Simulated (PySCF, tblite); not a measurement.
**C4H8ClF: a rotation path, then NMR shifts on frames**

Aim: move C4H8ClF (`C[C@H](F)CCCl`) away from its starting geometry and see how NMR shifts follow the geometry.

The runs use tblite 0.8.0 and PySCF 2.14.0, with density-fitted response routines of our own; the level of theory stands in each step. All values are computed, except where a source is named. Atoms count from 0, in the outputs and in this text.

### 1 The molecule as given

14 atoms, charge 0, multiplicity 1; geometry from: GFN2-xTB.

Bonds of the start (Å): C0–C1 1.52, C1–F2 1.39, C1–C3 1.53, C3–C4 1.52, C4–Cl5 1.79, C0–H6 1.09, C0–H7 1.09, C0–H8 1.09, C1–H9 1.10, C3–H10 1.09, C3–H11 1.09, C4–H12 1.09, C4–H13 1.09.

### 2 A band between two rotamers with GFN2-xTB

The job: settings as JSON, then the geometry in Å.

```
{"job": {"kind": "neb", "xc": "GFN2-xTB", "basis": "xTB", "atoms": [2, 1, 3, 4], "turn": 120}, "charge": 0, "multiplicity": 1}
C     -1.951173    -0.018547     0.179929
C     -0.573836    -0.191720    -0.439018
F     -0.447488    -1.500324    -0.881930
C      0.557112     0.085546     0.550204
C      1.924122     0.047791    -0.114288
Cl     2.128858     1.436822    -1.219556
H     -2.047990    -0.647393     1.061857
H     -2.716303    -0.306262    -0.536363
H     -2.102586     1.019594     0.459756
H     -0.464667     0.433793    -1.333783
H      0.393365     1.059388     1.012209
H      0.532795    -0.680171     1.329250
H      2.723829     0.116277     0.622345
H      2.043284    -0.855266    -0.712777
```

With the program's defaults for keys left out, this is: GFN2-xTB climbing-image nudged elastic band, gas phase.

Command:

```
$ OMP_NUM_THREADS=1 python probes_run.py task.json out
```

One launch serves the whole session: the jobs run in the order shown.

What it wrote:

```text
image   E - E0 / eV
  0       0.0000
  1       0.0100
  2       0.0279
  3       0.0471
  4       0.0613
  5       0.0662
  6       0.0615
  7       0.0525
  8       0.0451
```

Wall time 1.4 s (1 thread of AMD EPYC 9R45, shared host); peak memory 0.19 GiB.

The final band, with the dihedral F2–C1–C3–C4:

| image | dihedral (°) | energy (eV) | energy (kcal/mol) |
| --- | --- | --- | --- |
| 0 | 66 | 0.000 | 0.0 |
| 1 | 77 | 0.010 | 0.2 |
| 2 | 87 | 0.028 | 0.6 |
| 3 | 96 | 0.047 | 1.1 |
| 4 | 106 | 0.061 | 1.4 |
| 5 | 116 | 0.066 | 1.5 |
| 6 | 127 | 0.061 | 1.4 |
| 7 | 137 | 0.053 | 1.2 |
| 8 | 146 | 0.045 | 1.0 |

### 3 Shielding tensors: image 0, PBE0/pcSseg-1

The job: settings as JSON, then the geometry in Å.

```
{"job": {"kind": "nmr", "xc": "PBE0", "basis": "pcSseg-1", "pop": false}, "charge": 0, "multiplicity": 1}
C     -1.951200    -0.018500     0.179900
C     -0.573800    -0.191700    -0.439000
F     -0.447500    -1.500300    -0.881900
C      0.557100     0.085500     0.550200
C      1.924100     0.047800    -0.114300
Cl     2.128900     1.436800    -1.219600
H     -2.048000    -0.647400     1.061900
H     -2.716300    -0.306300    -0.536400
H     -2.102600     1.019600     0.459800
H     -0.464700     0.433800    -1.333800
H      0.393400     1.059400     1.012200
H      0.532800    -0.680200     1.329200
H      2.723800     0.116300     0.622300
H      2.043300    -0.855300    -0.712800
```

With the program's defaults for keys left out, this is: GIAO PBE0/pcSseg-1 NMR shielding, non-relativistic, gas phase.

What it wrote:

```text
coarse grid: 12016 points
cycle   1  E = -716.7121419152  dE =  4.702e-01  |g| = 5.161e-01  |ddm| = 3.089e+00
cycle   2  E = -716.6914823502  dE =  2.066e-02  |g| = 6.692e-01  |ddm| = 8.502e-01
cycle   3  E = -716.7633032538  dE = -7.182e-02  |g| = 6.992e-02  |ddm| = 4.694e-01
cycle   4  E = -716.7641485429  dE = -8.453e-04  |g| = 2.655e-02  |ddm| = 6.647e-02
cycle   5  E = -716.7642913060  dE = -1.428e-04  |g| = 4.406e-03  |ddm| = 2.199e-02
cycle   6  E = -716.7642954736  dE = -4.168e-06  |g| = 1.401e-03  |ddm| = 5.060e-03
final grid: 111160 points
cycle   7  E = -716.8057910909  dE = -4.114e-05  |g| = 8.444e-03  |ddm| = 2.423e-02
cycle   8  E = -716.8057824504  dE =  8.640e-06  |g| = 1.083e-02  |ddm| = 1.357e-02
cycle   9  E = -716.8058068805  dE = -2.443e-05  |g| = 1.234e-03  |ddm| = 7.583e-03
cycle  10  E = -716.8058071017  dE = -2.211e-07  |g| = 2.539e-04  |ddm| = 1.017e-03
cycle  11  E = -716.8058071122  dE = -1.057e-08  |g| = 4.827e-05  |ddm| = 1.983e-04
cycle  12  E = -716.8058071127  dE = -4.687e-10  |g| = 1.488e-05  |ddm| = 7.181e-05
converged SCF energy = -716.8058071127

GIAO shielding tensors (ppm)
atom      isotropic    diamagn.    paramagn.     s11        s22        s33       span
  0 C      163.357     247.342     -83.984    144.471    158.485    187.116     42.645
  1 C       98.444     243.332    -144.888     60.710     81.207    153.417     92.707
  2 F      386.950     475.205     -88.255    365.397    391.915    403.540     38.143
  3 C      142.029     249.294    -107.264    133.267    137.580    155.241     21.975
  4 C      139.520     245.644    -106.124    108.835    136.927    172.799     63.965
  5 Cl     873.288    1146.240    -272.951    683.154    849.474   1087.236    404.082
  6 H       30.322      29.467       0.855     26.679     28.836     35.450      8.771
  7 H       29.910      28.231       1.679     25.853     27.404     36.474     10.620
  8 H       30.806      29.392       1.415     26.605     28.870     36.945     10.340
  9 H       26.515      30.163      -3.648     23.582     26.492     29.472      5.890
 10 H       30.206      31.281      -1.075     25.535     30.827     34.255      8.719
 11 H       29.851      31.317      -1.466     25.603     29.086     34.863      9.260
 12 H       27.991      28.168      -0.177     21.361     27.584     35.028     13.668
 13 H       27.725      28.808      -1.083     22.564     27.319     33.292     10.728
```

Wall time 7.2 s (1 thread of AMD EPYC 9R45, shared host); peak memory 0.68 GiB.

Shifts follow as δ = σ(reference) − σ, with reference shieldings (ppm) from runs at the same level and on the same kind of geometry: ¹H TMS 31.72, ¹³C TMS 186.9, ¹⁹F CFCl3 170.9, ³⁵Cl HCl 950. The references are single molecules in the gas phase, so shifts against H2O, NH3, PH3, H3PO4 or CFCl3 are not on the usual liquid scales and can be off by tens of ppm. Each atom is listed at this fixed geometry, with no averaging over motion; a spectrum would average atoms that exchange fast.

| atoms | environment | σ (ppm) | δ (ppm) |
| --- | --- | --- | --- |
| C1 | sp3 CH bonded to F | 98.4 | 88.5 |
| C4 | sp3 CH2 bonded to Cl | 139.5 | 47.4 |
| C3 | sp3 CH2 | 142.0 | 44.9 |
| C0 | methyl carbon | 163.4 | 23.6 |
| H9 | hydrogen on an sp3 CH bonded to F | 26.52 | 5.20 |
| H13 | hydrogen on an sp3 CH2 bonded to Cl | 27.73 | 3.99 |
| H12 | hydrogen on an sp3 CH2 bonded to Cl | 27.99 | 3.73 |
| H11 | hydrogen on an sp3 CH2 | 29.85 | 1.87 |
| H7 | hydrogen on a methyl carbon | 29.91 | 1.81 |
| H10 | hydrogen on an sp3 CH2 | 30.21 | 1.51 |
| H6 | hydrogen on a methyl carbon | 30.32 | 1.40 |
| H8 | hydrogen on a methyl carbon | 30.81 | 0.91 |
| F2 | fluorine on an sp3 carbon | 387.0 | -216.0 |
| Cl5 | chlorine bonded to C | 873 | 76 |

### 4 NMR shieldings: image 2, PBE0/pcSseg-1

The job: settings as JSON, then the geometry in Å.

```
{"job": {"kind": "nmr", "xc": "PBE0", "basis": "pcSseg-1", "pop": false}, "charge": 0, "multiplicity": 1}
C     -1.918900     0.093900     0.133500
C     -0.570900    -0.342800    -0.414000
F     -0.606800    -1.708000    -0.660600
C      0.574300    -0.061000     0.562900
C      1.909700     0.138300    -0.133500
Cl     1.900800     1.675100    -1.047500
H     -2.108400    -0.381900     1.093000
H     -2.710600    -0.183300    -0.557500
H     -1.922900     1.172800     0.258100
H     -0.378000     0.123400    -1.388500
H      0.335600     0.827600     1.147400
H      0.656800    -0.909200     1.246400
H      2.723200     0.211700     0.587500
H      2.115500    -0.657200    -0.849200
```

Method: GIAO PBE0/pcSseg-1 NMR shielding, non-relativistic, gas phase.

What it wrote:

```text
coarse grid: 12016 points
cycle   1  E = -716.7089861212  dE =  4.701e-01  |g| = 5.197e-01  |ddm| = 3.083e+00
cycle   2  E = -716.6881279413  dE =  2.086e-02  |g| = 6.732e-01  |ddm| = 8.544e-01
cycle   3  E = -716.7606824004  dE = -7.255e-02  |g| = 6.943e-02  |ddm| = 4.703e-01
cycle   4  E = -716.7615222200  dE = -8.398e-04  |g| = 2.679e-02  |ddm| = 6.667e-02
cycle   5  E = -716.7616684597  dE = -1.462e-04  |g| = 4.332e-03  |ddm| = 2.223e-02
cycle   6  E = -716.7616724879  dE = -4.028e-06  |g| = 1.359e-03  |ddm| = 4.974e-03
final grid: 111160 points
cycle   7  E = -716.8032268294  dE = -4.141e-05  |g| = 8.198e-03  |ddm| = 2.412e-02
cycle   8  E = -716.8032188040  dE =  8.025e-06  |g| = 1.044e-02  |ddm| = 1.326e-02
cycle   9  E = -716.8032418740  dE = -2.307e-05  |g| = 1.214e-03  |ddm| = 7.439e-03
cycle  10  E = -716.8032420861  dE = -2.122e-07  |g| = 2.560e-04  |ddm| = 1.000e-03
cycle  11  E = -716.8032420967  dE = -1.053e-08  |g| = 4.626e-05  |ddm| = 1.880e-04
cycle  12  E = -716.8032420971  dE = -4.236e-10  |g| = 1.379e-05  |ddm| = 6.794e-05
converged SCF energy = -716.8032420971

GIAO shielding tensors (ppm)
atom      isotropic    diamagn.    paramagn.     s11        s22        s33       span
  0 C      161.950     247.989     -86.039    140.581    160.156    185.113     44.532
  1 C       96.068     242.703    -146.635     60.691     80.408    147.106     86.415
  2 F      379.209     474.626     -95.418    343.641    391.732    402.252     58.611
  3 C      141.149     249.016    -107.867    129.132    140.088    154.226     25.094
  4 C      137.497     246.098    -108.601    108.895    136.840    166.755     57.859
  5 Cl     863.105    1146.498    -283.393    664.994    836.687   1087.635    422.641
  6 H       30.216      29.478       0.738     26.808     28.660     35.179      8.372
  7 H       30.001      28.348       1.653     25.996     27.397     36.610     10.614
  8 H       30.814      29.674       1.141     26.641     29.361     36.441      9.800
  9 H       26.594      30.324      -3.730     24.024     25.512     30.244      6.220
 10 H       30.132      31.443      -1.311     25.781     31.138     33.475      7.694
 11 H       29.612      30.899      -1.287     25.684     28.770     34.381      8.697
 12 H       27.936      28.197      -0.262     21.483     27.454     34.869     13.386
 13 H       27.878      28.874      -0.996     22.584     27.323     33.728     11.143
```

Run time: 6.8 s. Hardware: 1 thread of AMD EPYC 9R45, shared host; peak memory 0.75 GiB.

Key values: δ C1 90.9, C4 49.4, C3 45.8, C0 25.0, H9 5.12, H13 3.84 ppm.

### 5 Shielding tensors: image 5, PBE0/pcSseg-1

The job: settings as JSON, then the geometry in Å.

```
{"job": {"kind": "nmr", "xc": "PBE0", "basis": "pcSseg-1", "pop": false}, "charge": 0, "multiplicity": 1}
C     -1.824300     0.239500     0.033700
C     -0.574400    -0.529700    -0.354400
F     -0.856800    -1.888200    -0.316700
C      0.609700    -0.250400     0.584300
C      1.835100     0.271400    -0.144300
Cl     1.528500     1.919800    -0.766500
H     -2.100700     0.007200     1.059800
H     -2.650100    -0.029200    -0.619900
H     -1.630900     1.304200    -0.058800
H     -0.303800    -0.324900    -1.398200
H      0.312100     0.468700     1.348300
H      0.873700    -1.183300     1.087500
H      2.690700     0.344000     0.526100
H      2.090400    -0.349500    -1.003100
```

With the program's defaults for keys left out, this is: GIAO PBE0/pcSseg-1 NMR shielding, non-relativistic, gas phase.

What it wrote:

```text
coarse grid: 12016 points
cycle   1  E = -716.7044533834  dE =  4.695e-01  |g| = 5.224e-01  |ddm| = 3.076e+00
cycle   2  E = -716.6830103553  dE =  2.144e-02  |g| = 6.780e-01  |ddm| = 8.752e-01
cycle   3  E = -716.7565547953  dE = -7.354e-02  |g| = 6.994e-02  |ddm| = 4.873e-01
cycle   4  E = -716.7574118960  dE = -8.571e-04  |g| = 2.717e-02  |ddm| = 6.790e-02
cycle   5  E = -716.7575636662  dE = -1.518e-04  |g| = 4.221e-03  |ddm| = 2.280e-02
cycle   6  E = -716.7575675490  dE = -3.883e-06  |g| = 1.235e-03  |ddm| = 4.999e-03
final grid: 111160 points
cycle   7  E = -716.8004270797  dE = -4.730e-05  |g| = 8.355e-03  |ddm| = 2.678e-02
cycle   8  E = -716.8004187486  dE =  8.331e-06  |g| = 1.057e-02  |ddm| = 1.377e-02
cycle   9  E = -716.8004430233  dE = -2.427e-05  |g| = 1.273e-03  |ddm| = 7.760e-03
cycle  10  E = -716.8004432611  dE = -2.378e-07  |g| = 2.787e-04  |ddm| = 1.113e-03
cycle  11  E = -716.8004432736  dE = -1.244e-08  |g| = 5.199e-05  |ddm| = 2.101e-04
cycle  12  E = -716.8004432741  dE = -5.314e-10  |g| = 1.485e-05  |ddm| = 7.091e-05
converged SCF energy = -716.8004432741

GIAO shielding tensors (ppm)
atom      isotropic    diamagn.    paramagn.     s11        s22        s33       span
  0 C      160.021     248.337     -88.317    140.265    156.223    183.574     43.310
  1 C       91.840     242.408    -150.568     59.847     74.820    140.852     81.004
  2 F      362.543     473.486    -110.942    306.765    379.664    401.201     94.436
  3 C      140.545     248.896    -108.351    123.616    142.767    155.251     31.635
  4 C      135.441     246.550    -111.108    111.241    136.532    158.551     47.310
  5 Cl     859.771    1146.792    -287.021    674.762    823.153   1081.398    406.635
  6 H       30.220      29.572       0.648     27.058     28.523     35.080      8.021
  7 H       30.041      28.419       1.622     26.144     27.246     36.734     10.591
  8 H       30.465      29.726       0.739     26.100     30.275     35.020      8.921
  9 H       26.866      30.547      -3.682     24.052     26.296     30.249      6.198
 10 H       29.877      31.323      -1.446     26.776     30.530     32.324      5.548
 11 H       29.416      30.622      -1.206     25.088     28.821     34.340      9.253
 12 H       27.910      28.290      -0.380     21.646     27.376     34.710     13.064
 13 H       27.989      29.207      -1.218     22.711     27.195     34.061     11.350
```

Wall time 6.8 s (1 thread of AMD EPYC 9R45, shared host); peak memory 0.75 GiB.

In short: δ C1 95.1, C4 51.5, C3 46.4, C0 26.9, H9 4.85, H12 3.81 ppm.

### 6 NMR shieldings: image 6, PBE0/pcSseg-1

The job: settings as JSON, then the geometry in Å.

```
{"job": {"kind": "nmr", "xc": "PBE0", "basis": "pcSseg-1", "pop": false}, "charge": 0, "multiplicity": 1}
C     -1.780200     0.282000    -0.006000
C     -0.578100    -0.585400    -0.331300
F     -0.940200    -1.918400    -0.194100
C      0.621900    -0.308900     0.587400
C      1.797100     0.315500    -0.142700
Cl     1.401900     1.981500    -0.657000
H     -2.071200     0.137200     1.032200
H     -2.619800     0.017800    -0.643600
H     -1.523600     1.324500    -0.169100
H     -0.294500    -0.476200    -1.386300
H      0.316400     0.343300     1.406700
H      0.946900    -1.258200     1.019300
H      2.669200     0.386400     0.506400
H      2.053500    -0.241500    -1.044100
```

With the program's defaults for keys left out, this is: GIAO PBE0/pcSseg-1 NMR shielding, non-relativistic, gas phase.

What it wrote:

```text
coarse grid: 12016 points
cycle   1  E = -716.7044388912  dE =  4.712e-01  |g| = 5.227e-01  |ddm| = 3.077e+00
cycle   2  E = -716.6827482912  dE =  2.169e-02  |g| = 6.791e-01  |ddm| = 8.823e-01
cycle   3  E = -716.7565814468  dE = -7.383e-02  |g| = 7.041e-02  |ddm| = 4.933e-01
cycle   4  E = -716.7574494756  dE = -8.680e-04  |g| = 2.733e-02  |ddm| = 6.838e-02
cycle   5  E = -716.7576034166  dE = -1.539e-04  |g| = 4.212e-03  |ddm| = 2.303e-02
cycle   6  E = -716.7576073064  dE = -3.890e-06  |g| = 1.195e-03  |ddm| = 5.076e-03
final grid: 111160 points
cycle   7  E = -716.8005279981  dE = -4.846e-05  |g| = 8.418e-03  |ddm| = 2.742e-02
cycle   8  E = -716.8005192418  dE =  8.756e-06  |g| = 1.071e-02  |ddm| = 1.400e-02
cycle   9  E = -716.8005442861  dE = -2.504e-05  |g| = 1.278e-03  |ddm| = 7.905e-03
cycle  10  E = -716.8005445267  dE = -2.406e-07  |g| = 2.882e-04  |ddm| = 1.139e-03
cycle  11  E = -716.8005445400  dE = -1.328e-08  |g| = 5.195e-05  |ddm| = 2.136e-04
cycle  12  E = -716.8005445405  dE = -5.283e-10  |g| = 1.504e-05  |ddm| = 7.151e-05
converged SCF energy = -716.8005445405

GIAO shielding tensors (ppm)
atom      isotropic    diamagn.    paramagn.     s11        s22        s33       span
  0 C      159.725     248.262     -88.537    141.255    154.306    183.614     42.360
  1 C       90.974     242.605    -151.631     59.280     72.823    140.819     81.539
  2 F      358.612     473.288    -114.676    299.034    378.296    398.507     99.473
  3 C      140.825     248.950    -108.125    123.858    143.407    155.211     31.353
  4 C      135.655     246.572    -110.917    112.056    136.769    158.141     46.085
  5 Cl     859.916    1146.857    -286.941    682.790    823.112   1073.845    391.055
  6 H       30.259      29.578       0.682     27.136     28.503     35.139      8.003
  7 H       30.026      28.417       1.609     26.167     27.172     36.739     10.572
  8 H       30.248      29.674       0.573     25.582     30.645     34.516      8.934
  9 H       26.950      30.574      -3.624     23.929     26.881     30.041      6.112
 10 H       29.836      31.244      -1.407     27.085     30.167     32.257      5.173
 11 H       29.411      30.587      -1.176     24.896     28.849     34.487      9.591
 12 H       27.902      28.296      -0.394     21.646     27.367     34.693     13.047
 13 H       28.036      29.269      -1.233     22.750     27.186     34.171     11.421
```

Wall time 6.9 s (1 thread of AMD EPYC 9R45, shared host); peak memory 0.75 GiB.

This run: δ C1 96.0, C4 51.3, C3 46.1, C0 27.2, H9 4.77, H12 3.82 ppm.

### 7 NMR shieldings: image 8, PBE0/pcSseg-1

The job: settings as JSON, then the geometry in Å.

```
{"job": {"kind": "nmr", "xc": "PBE0", "basis": "pcSseg-1", "pop": false}, "charge": 0, "multiplicity": 1}
C     -1.702000     0.350800    -0.089400
C     -0.594900    -0.671700    -0.276300
F     -1.091300    -1.920500     0.073900
C      0.650400    -0.408400     0.578800
C      1.723600     0.399100    -0.129900
Cl     1.209200     2.080100    -0.444300
H     -2.014500     0.370200     0.952300
H     -2.558900     0.086500    -0.704400
H     -1.347700     1.336000    -0.374700
H     -0.318800    -0.760800    -1.335700
H      0.362100     0.084800     1.508700
H      1.087400    -1.378200     0.832100
H      2.621000     0.467000     0.484800
H      1.973800    -0.035200    -1.098100
```

Level: GIAO PBE0/pcSseg-1 NMR shielding, non-relativistic, gas phase.

What it wrote:

```text
coarse grid: 12016 points
cycle   1  E = -716.7061004967  dE =  4.730e-01  |g| = 5.230e-01  |ddm| = 3.082e+00
cycle   2  E = -716.6836294412  dE =  2.247e-02  |g| = 6.824e-01  |ddm| = 9.080e-01
cycle   3  E = -716.7583703251  dE = -7.474e-02  |g| = 7.155e-02  |ddm| = 5.122e-01
cycle   4  E = -716.7592656226  dE = -8.953e-04  |g| = 2.758e-02  |ddm| = 6.942e-02
cycle   5  E = -716.7594231154  dE = -1.575e-04  |g| = 4.242e-03  |ddm| = 2.348e-02
cycle   6  E = -716.7594270873  dE = -3.972e-06  |g| = 1.163e-03  |ddm| = 5.303e-03
final grid: 111160 points
cycle   7  E = -716.8014614249  dE = -4.400e-05  |g| = 8.683e-03  |ddm| = 2.469e-02
cycle   8  E = -716.8014509278  dE =  1.050e-05  |g| = 1.129e-02  |ddm| = 1.461e-02
cycle   9  E = -716.8014788515  dE = -2.792e-05  |g| = 1.283e-03  |ddm| = 8.433e-03
cycle  10  E = -716.8014790978  dE = -2.463e-07  |g| = 2.810e-04  |ddm| = 1.157e-03
cycle  11  E = -716.8014791103  dE = -1.254e-08  |g| = 5.044e-05  |ddm| = 2.127e-04
cycle  12  E = -716.8014791108  dE = -4.886e-10  |g| = 1.581e-05  |ddm| = 7.085e-05
converged SCF energy = -716.8014791108

GIAO shielding tensors (ppm)
atom      isotropic    diamagn.    paramagn.     s11        s22        s33       span
  0 C      160.416     247.997     -87.581    143.940    153.708    183.600     39.660
  1 C       91.041     242.804    -151.763     58.467     71.390    143.264     84.797
  2 F      355.825     473.261    -117.436    296.615    382.998    387.863     91.247
  3 C      142.852     248.676    -105.824    127.901    145.586    155.069     27.168
  4 C      137.809     246.375    -108.566    112.011    138.934    162.483     50.472
  5 Cl     862.523    1146.903    -284.380    704.536    825.901   1057.132    352.596
  6 H       30.376      29.520       0.857     27.358     28.415     35.357      7.999
  7 H       29.978      28.403       1.575     26.138     27.135     36.661     10.523
  8 H       29.708      29.536       0.172     24.061     30.420     34.644     10.584
  9 H       27.031      30.480      -3.449     23.886     27.947     29.260      5.374
 10 H       29.810      30.879      -1.069     27.150     29.438     32.842      5.692
 11 H       29.461      30.431      -0.969     24.673     28.862     34.849     10.176
 12 H       27.865      28.214      -0.349     21.447     27.443     34.704     13.257
 13 H       28.132      29.221      -1.089     22.622     27.382     34.391     11.769
```

Wall time 6.9 s (1 thread of AMD EPYC 9R45, shared host); peak memory 0.75 GiB.

Key values: δ C1 95.9, C4 49.1, C3 44.1, C0 26.5, H9 4.69, H12 3.85 ppm.

### 8 Comparing the runs: NMR shifts

Shifts (ppm) of some atoms, chosen among heavy atoms and hydrogens apart, with basis size and wall time:

| frame | C1 | C4 | C0 | H9 | H8 | F2 | Cl5 | functions | time |
| --- | --- | --- | --- | --- | --- | --- | --- | --- | --- |
| image 0 | 88.5 | 47.4 | 23.6 | 5.20 | 0.91 | -216.0 | 76 | 149 | 7.2 s |
| image 2 | 90.9 | 49.4 | 25.0 | 5.12 | 0.90 | -208.3 | 87 | 149 | 6.8 s |
| image 5 | 95.1 | 51.5 | 26.9 | 4.85 | 1.25 | -191.6 | 90 | 149 | 6.8 s |
| image 6 | 96.0 | 51.3 | 27.2 | 4.77 | 1.47 | -187.7 | 90 | 149 | 6.9 s |
| image 8 | 95.9 | 49.1 | 26.5 | 4.69 | 2.01 | -184.9 | 87 | 149 | 6.9 s |

### 9 Outcome

| quantity | value |
| --- | --- |
| barrier | 0.066 eV (1.5 kcal/mol) at image 5 |
| end to end (GFN2-xTB) | 0.045 eV |
| ¹³C shifts against TMS (PBE0/pcSseg-1, image 0) | 88.5, 47.4, 44.9, 23.6 ppm |
| ¹H shifts against TMS (PBE0/pcSseg-1, image 0) | 5.20, 3.99, 3.73, 1.87, 1.81, 1.51, 1.40, 0.91 ppm |
| ¹⁹F shifts against CFCl3 (PBE0/pcSseg-1, image 0) | -216.0 ppm |
| ³⁵Cl shifts against HCl (PBE0/pcSseg-1, image 0) | 76 ppm |
| range of the shift of F2 | -216.0 to -184.9 ppm |

**Reading.** Along the band the dihedral turns by 81°, and the top (dihedral 116°) lies 1.5 kcal/mol above the start (GFN2-xTB, rough), so at room temperature this motion is fast. Ends this close can change order at a higher level. The top was not checked by a frequency run. Shifts at one fixed geometry are not the observed spectrum, which averages over the motion. In the first frame run (image 0): Shielding is most anisotropic at Cl5 (span 404 ppm, paramagnetic term -273 ppm). Across the 5 runs the shift of F2 moves most, between -216.0 (image 0) and -184.9 ppm (image 8).
